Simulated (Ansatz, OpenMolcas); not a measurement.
**SiH2O2 (SMILES O[Si]O): methods side by side**

SiH2O2 has 5 atoms, charge 0, and is taken as a singlet. SMILES: `O[Si]O`. The coordinates come from a PBE0-D4/def2-TZVP relaxation. This is one conformer, not always the lowest.

```tsv
atom	x (Å)	y (Å)	z (Å)
O	-1.4432	-0.1056	-0.2750
Si	-0.2120	-0.7913	0.5677
O	1.0360	0.1875	0.0686
H	-1.2319	0.6489	-0.8361
H	1.9011	-0.0131	0.4334
```

Each level gives the energy change with the O3–H5 bond stretched from 0.960 to 1.440 Å (eV). The values are calculated.

| level | kind | program | value (eV) | CPU time (all runs) |
| --- | --- | --- | --- | --- |
| SVWN5/aug-cc-pVDZ (restricted) | LDA | Ansatz | 2.13 | 6.3 s |
| r2SCAN/aug-cc-pVDZ (restricted) | meta-GGA | Ansatz | 2.31 | 16 s |
| BHLYP/aug-cc-pVDZ (restricted) | global hybrid | OpenMolcas | 2.62 | 57 s |
| r2SCAN0/aug-cc-pVDZ (restricted) | hybrid meta-GGA | Ansatz | 2.52 | 17 s |
| wB97X/aug-cc-pVDZ (restricted) | range-separated hybrid | Ansatz | 2.47 | 31 s |
| B2PLYP/aug-cc-pVDZ (restricted) | double hybrid | Ansatz | 2.32 | 15 s |
| PBE-QIDH/aug-cc-pVDZ (restricted) | double hybrid | Ansatz | 2.51 | 14 s |
| CCSD/aug-cc-pVDZ (restricted) | coupled cluster or CI | Ansatz | 2.35 | 18 s |

The first shape isn't each level's own minimum. The values span 2.13 to 2.62 eV. CPU times are rough (shared hosts, several kinds of processor): they show what a rung costs within a factor of a few.
